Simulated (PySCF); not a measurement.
# Complete the spectrum of C4H7OP

Species: C4H7OP.
Atom-mapped SMILES: `[CH2:1]=[CH:2][PH:3](=[O:4])[CH:5]=[CH2:6]` (hydrogens: H7, H8 on C1; H9 on C2; H10 on P3; H11 on C5; H12, H13 on C6)

Level of theory: PySCF, TDDFT CAM-B3LYP/def2-SVPD, vertical, gas phase, core orbitals frozen in the response. Geometry: GFN2-xTB, one conformer, isolated molecule. Torsions of this conformer, `[CH2:1]=[CH:2][PH:3](=[O:4])[CH:5]=[CH2:6]`: C1–C2–P3–O4 -1°, C2–P3–C5–C6 -127°.

Orbital energies (eV): HOMO-3 -10.03, HOMO-2 -9.73, HOMO-1 -9.47, HOMO -9.41, LUMO 0.10, LUMO+1 0.79, LUMO+2 1.32.

Lowest singlets, with some entries withheld (?).

```json
{"state": "S1", "ν̃ (cm⁻¹)": "?", "f": "0.017", "main configurations (H = HOMO, L = LUMO)": "H-1→L (89%)"}
{"state": "S2", "ν̃ (cm⁻¹)": "50990", "f": "0.0069", "main configurations (H = HOMO, L = LUMO)": "H→L (88%)"}
{"state": "S3", "ν̃ (cm⁻¹)": "56080", "f": "0.0026", "main configurations (H = HOMO, L = LUMO)": "?"}
{"state": "S4", "ν̃ (cm⁻¹)": "56640", "f": "0.016", "main configurations (H = HOMO, L = LUMO)": "H→L+1 (79%), H-2→L (9%)"}
{"state": "S5", "ν̃ (cm⁻¹)": "57020", "f": "?", "main configurations (H = HOMO, L = LUMO)": "H-2→L (85%), H→L+1 (9%)"}
{"state": "S6", "ν̃ (cm⁻¹)": "60050", "f": "?", "main configurations (H = HOMO, L = LUMO)": "?"}
{"state": "S7", "ν̃ (cm⁻¹)": "60290", "f": "?", "main configurations (H = HOMO, L = LUMO)": "?"}
{"state": "S8", "ν̃ (cm⁻¹)": "?", "f": "0.054", "main configurations (H = HOMO, L = LUMO)": "H-1→L+2 (57%), H-1→L+7 (17%), H-1→L+3 (16%)"}
```

(1) What stands in place of each question mark?

(2) Where do the lowest triplets lie (Tamm–Dancoff)?

(3) Which level carries the most intensity, and what share of the listed sum of f?

(4) How far apart are S1 and S3, in eV and cm⁻¹?

Results:

(1) 
- S1: ν̃ = 49700 cm⁻¹
- S3: H-1→L+1 (78%), H-3→L (9%)
- S5: f = 0.453
- S6: f = 0.027; H-3→L (62%), H→L+2 (17%)
- S7: f = 0.040; H→L+2 (38%), H-3→L (21%), H→L+7 (13%)
- S8: ν̃ = 60610 cm⁻¹

(2) T1 4.36 eV, H-2→L (59%), H-3→L+1 (28%); T2 4.41 eV, H-3→L (45%), H-2→L+1 (38%); T3 5.92 eV, H-1→L (82%). E(S1) − E(T1) = +1.80 eV.

(3) S5, with f = 0.453 of 0.617, 73%.

(4) 6.953 − 6.162 = 0.791 eV, or about 6380 cm⁻¹.
